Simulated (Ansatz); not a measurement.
**SiH (doublet): wave-function methods side by side at distance Si1–H2 = 5.264 Å, cc-pVTZ**

How much of the correlation energy of SiH (doublet) does each wave-function method recover here?

Program: Ansatz 0.2.0, Gaussian basis. Level of theory: cc-pVTZ, core rule «outside noble gas», up to 5 orbitals frozen. These are calculated values, not measurements.

To be run: UHF; CCSD(T) on ROHF; CCSD(T) on UHF; BCCD(T) on ROHF; CISD; CCSDT(Q) on ROHF; CCSDT(Q) on UHF; CASSCF and MRCISD+Q, 3 electrons in 3 orbitals; CASSCF and NEVPT2, 3 electrons in 3 orbitals; CASSCF and MRCISD+Q, 5 electrons in 5 orbitals; CASSCF and NEVPT2, 5 electrons in 5 orbitals; Full CI.

22 further runs of the same task are left out: 1 for a known fault of the program, 19 that didn't finish, 2 set aside as unsound or not needed.

## Step 1: What is computed

The geometry derives from a PBE0/def2-TZVP stationary point (not a proven minimum). One bond is set to the value named and the two fragments are kept rigid.

2 atoms, charge 0, spin multiplicity 2.

Atoms are counted from 1 here; the program's logs count them from 0.

No contacts short enough for the rule that draws bonds.

## Step 2: UHF

in.yaml reads:

```yaml
crystal:
  periodic: [false, false, false]
  atoms:
    - {symbol: Si, position_ang: [0.000000, 0.000000, 0.000000]}
    - {symbol: H, position_ang: [0.000000, 0.000000, 5.264000]}
basis:
  gaussian: {orbitals: cc-pVTZ}
magnetization: {spin_polarized: true, initial_magnetization: 1}
hamiltonian: {xc: hf}
output: {orbitals: {seedname: orbitals}}
```

Launch:

```console
ansatz run in.yaml --threads 1 --pin off --events-out ev --progress --plain --max-ram 2393MiB
```

The runs that follow: CCSD(T) on ROHF; CCSD(T) on UHF; BCCD(T) on ROHF; CISD; CCSDT(Q) on ROHF; CCSDT(Q) on UHF; CASSCF and MRCISD+Q, 3 electrons in 3 orbitals; CASSCF and NEVPT2, 3 electrons in 3 orbitals; CASSCF and MRCISD+Q, 5 electrons in 5 orbitals; CASSCF and NEVPT2, 5 electrons in 5 orbitals; Full CI.

Before running them: what should the planned runs give, taken together? Wanted: FCI below the RHF energy; RMP2 from FCI; UMP2 from FCI; RCCSD from FCI; RCCSD(T) from FCI; UCCSD(T) from FCI; RCCSDT(Q) from FCI; UCCSDT(Q) from FCI; NEVPT2 pair from FCI.

**Answer**, as computed:

| quantity | value |
| --- | --- |
| FCI below the RHF energy | -3.7868 eV |
| RMP2 from FCI | +51.51 kcal/mol |
| UMP2 from FCI | +13.33 kcal/mol |
| RCCSD from FCI | +2.16 kcal/mol |
| RCCSD(T) from FCI | -3.17 kcal/mol |
| UCCSD(T) from FCI | +0.39 kcal/mol |
| RCCSDT(Q) from FCI | -0.20 kcal/mol |
| UCCSDT(Q) from FCI | -0.11 kcal/mol |
| NEVPT2 pair from FCI | +12.48 kcal/mol |
| MRCISD+Q pair from FCI | -0.97 kcal/mol |
| NEVPT2 valence from FCI | +12.81 kcal/mol |
| levels within 1 kcal/mol (43 meV) | UCCSD(T), BCCD(T), RCCSDT, UCCSDT, RCCSDT(Q), UCCSDT(Q), MRCISD+Q pair, MRCISD+Q valence |
| T1 diagnostic | 0.515 |
| effectively unpaired electrons | 3.04 |

**Reading.** RCCSD(T) lands -3.17 kcal/mol from the yardstick (3.6 % of the correlation energy). CCSD(T) misses by -3.17 kcal/mol on the restricted determinant and by +0.39 kcal/mol on the unrestricted one; the two need not hold the same state or core. RCCSD(T), UCCSDT, RCCSDT(Q), UCCSDT(Q), MRCISD+Q pair fall below full CI: unrestricted runs freeze a spin-polarised core, another one than full CI's, and coupled cluster isn't variational. The occupations show strong static correlation (3.0 unpaired electrons where one determinant has 1). Of the multireference levels listed MRCISD+Q valence comes nearest in total energy (+0.36 kcal/mol), which doesn't show that its space is the better one. Coupled cluster took another determinant than the lowest Hartree-Fock one. These misses are within one basis, not against nature; the frozen cores of restricted and unrestricted runs differ, which can shift their rows.
